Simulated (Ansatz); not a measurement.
**AlSiH (triplet): the correlation ladder, cc-pVDZ**

An exercise on one series of results from a longer session: the logs are not shown, and one member is left open.

Program: Ansatz 0.2.0, Gaussian basis. Level of theory: cc-pVDZ, core rule «outside noble gas», up to 10 orbitals frozen. These are calculated values, not measurements.

Plan: UHF; CCSD(T) on ROHF; CCSD(T) on UHF; BCCD(T) on ROHF; CISD; CCSDT(Q) on ROHF; CCSDT(Q) on UHF; CASSCF and MRCISD+Q, 8 electrons in 9 orbitals; CASSCF and NEVPT2, 8 electrons in 9 orbitals.

17 further runs of the same task are left out: 7 that didn't finish, 10 set aside as unsound or not needed.

## The system

The geometry is a PBE0/def2-TZVP stationary point (not a proven minimum) of the parent state, kept for this charge and spin.

3 atoms, charge 0, spin multiplicity 3.

Atoms are counted from 1 here; the program's logs count them from 0.

Bond lengths: Si1–Al2 2.647 Å, Si1–H3 1.545 Å. Angles: Al2–Si1–H3 78.2°.

The first run:

File in.yaml:

```yaml
crystal:
  periodic: [false, false, false]
  atoms:
    - {symbol: Si, position_ang: [0.000000, -0.066010, 1.277710]}
    - {symbol: Al, position_ang: [0.000000, 0.014356, -1.367591]}
    - {symbol: H, position_ang: [0.000000, 1.455013, 1.006599]}
basis:
  gaussian: {orbitals: cc-pVDZ}
magnetization: {spin_polarized: true, initial_magnetization: 2}
hamiltonian: {xc: hf}
output: {orbitals: {seedname: orbitals}}
```

Started as:

```bash
$ ansatz run in.yaml --threads 1 --pin off --events-out ev --progress --plain --max-ram 2393MiB
```

Steps of the session up to this table: UHF; CCSD(T) on ROHF; CCSD(T) on UHF; BCCD(T) on ROHF; CISD; CCSDT(Q) on ROHF; CCSDT(Q) on UHF; CASSCF and MRCISD+Q, 8 electrons in 9 orbitals; CASSCF and NEVPT2, 8 electrons in 9 orbitals.

One of the session's tables, all rows but one given; the rest of the session is left out.

| method | from UCCSDT(Q) (meV) |
| --- | --- |
| ROHF | +4513.0 |
| UHF | +4304.7 |
| RMP2 | +1145.8 |
| UMP2 | +1204.9 |
| CISD | +529.7 |
| RCCSD | +229.3 |
| UCCSD | +222.2 |
| RCCSD(T) | +59.0 |
| UCCSD(T) | +60.2 |
| BCCD(T) | +58.8 |
| RCCSDT | +13.0 |
| UCCSDT | +12.1 |
| RCCSDT(Q) | +1.5 |
| UCCSDT(Q) | 0 |
| CASSCF valence | +2752.2 |
| NEVPT2 valence | +714.5 |
| MRCISD valence | ? |
| MRCISD+Q valence | -1.1 |

Q: Estimate the row for MRCISD valence from the others.

The run gave: from UCCSDT(Q) (meV): +192.2. In the column «from UCCSDT(Q) (meV)» it lies between UCCSD(T) (+60.2) and UCCSD (+222.2).

Limits of these values: Restricted and unrestricted rows rest on different reference determinants; where their highest levels disagree by more than a few hundredths of an eV, they describe different states and don't form one ladder.
